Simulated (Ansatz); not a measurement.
**Down a group: atomization energies of C₂HGe, Si2GeH**

Ansatz 0.2.0, basis cc-pVDZ; geometries are PBE0/def2-TZVP minima. Wave-function levels freeze the cores with the filled d shells of p-block atoms; HF, MP2 and coupled cluster are restricted for singlets and unrestricted otherwise, atoms included, restricted open-shell where a d shell is frozen. The reference is CCSDT(Q) (coupled cluster only where its series has nearly closed). An error is the level's value less the reference. None of these values is a measured one. Energies are electronic, without zero-point terms. No spin–orbit coupling and no scalar relativity. The set is small: it underbinds, by tens of kJ/mol for each bond, so near ties and functionals' places can change in larger sets. The species are chosen: bound, without strong static correlation by their natural occupations or amplitudes, in their lowest spin state as far as vertical gaps and like structures tell, and with a ladder that closes on the reference, so errors are smaller than for species at large; levels whose determinant breaks symmetry or spin markedly are left out.

```
        species                                                                                                 bonds (Å)     quantity  symmetry of the states  reference  value (kJ/mol)  error CCSD  error CCSD(T)  error CCSDT
 C2HGe, doublet        C–Ge 1.968/2.004, C–C 1.294, C–H 1.079, angles at Ge 38°, angles at C 69/139/151°, angles at C 73°  atomization                      A'   CCSDT(Q)          1355.0       -42.6           -3.2         -4.0
Si2GeH, doublet  Si–Ge 2.208/2.436, Si–Si 2.320, Si–H 1.492, angles at Si 65/129/166°, angles at Ge 60°, angles at Si 55°  atomization                      A'   CCSDT(Q)           821.9       -45.2           -5.2         -4.7
```

The reference falls from C to Si, by 533.1 kJ/mol in all.
